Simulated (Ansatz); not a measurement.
Mulliken charges of C4H5N, SMILES `C=CCC#N` from PBE/def2-TZVPP in Ansatz (PBE0-D4/def2-TZVP geometry).

| atom | x (Å) | y (Å) | z (Å) | charge (e) |
| --- | --- | --- | --- | --- |
| C1 | -1.072 | -0.731 | 1.062 | -0.187 |
| C2 | -0.203 | 0.178 | 0.652 | -0.108 |
| C3 | 0.774 | -0.051 | -0.465 | 0.055 |
| C4 | 0.651 | 0.946 | -1.520 | -0.329 |
| N5 | 0.548 | 1.742 | -2.342 | 0.072 |
| H6 | -1.139 | -1.708 | 0.594 | 0.083 |
| H7 | -1.750 | -0.530 | 1.883 | 0.103 |
| H8 | -0.161 | 1.153 | 1.128 | 0.106 |
| H9 | 0.633 | -1.044 | -0.902 | 0.094 |
| H10 | 1.802 | -0.007 | -0.087 | 0.110 |

**Question.** By hand: the dipole of these point charges (1 e Å = 4.8032 D).

**Answer.** Σ q r = (0.056, -0.244, 0.305) e Å, of length 0.395 e Å = 1.90 D.

**Question.** How does the dipole of the full density compare? (An estimate is asked.)

**Answer.** The calculation gave: (0.050, -0.546, 0.602) e Å, 3.91 D; the point charges give 0.49 times that, at 6° from its direction.

Point charges leave out the atoms' own dipoles, such as those of lone pairs, and Mulliken's split depends on the basis, so the two needn't agree.
